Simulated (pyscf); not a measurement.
This saddle point was located with ωB97X-D3(BJ)/def2-SVP in PySCF.

```xyz
5

P      1.2023     1.0032     0.1717
P      0.7345     1.5638    -1.6526
O     -0.2253    -0.2228     0.1682
H     -0.2676     0.2685    -0.9787
H      0.0490    -1.1554     0.2254
```
Charge 0, spin multiplicity 1.

Surface: singlet, charge 0. Lowest wavenumbers (cm⁻¹): 1598i, 417, 438, 598, 735.

Problem. What reaction is this the transition state of?

Solution. P≡P + water (H₂O) ⇌ HO–P=PH, an addition across a multiple bond or ene-type step read from left to right: H–O broken and O–P, H–P formed. At CCSD(T)/def2-TZVPP + ΔMP2(QZVPP) it lies +35.7 kcal/mol from the left side and +39.5 kcal/mol from the right (each side as separated species at their lowest minima found). One saddle was located; it need not be the lowest between these sides. The CCSD(T) − MP2 part came from Ansatz, without density fitting, on the same reference.
